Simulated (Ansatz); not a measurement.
# How the TA phonon frequency at L of zinc-blende BP moves with the method

No measured value is used here.

```
level (code)           value (cm⁻¹)  cell (Å³/atom)
---------------------  ------------  --------------
LDA (Ansatz)                    223           11.32
BLYP (Ansatz)                   236           12.13
PBE (Ansatz)                    225           11.76
revPBE (Ansatz)                 225           11.92
RPBE (Ansatz)                   225           11.97
PBE-D3(BJ) (Ansatz)             224           11.45
r²SCAN (Ansatz)                 233           11.67
r²SCAN+rVV10 (Ansatz)           231           11.63
HSE06 (Ansatz)                  233           11.57
PBE0 (Ansatz)                   233           11.57
```

PBE-D3(BJ): the dispersion coefficients are held fixed in the derivatives. Each level is taken at its own relaxed cell. Cutoffs and k meshes differ between the levels. Ansatz's density-functional and Hartree–Fock values are scalar-relativistic unless marked +SOC, with PAW data made under PBE.

Ansatz is a quantum-chemistry and plane-wave program.
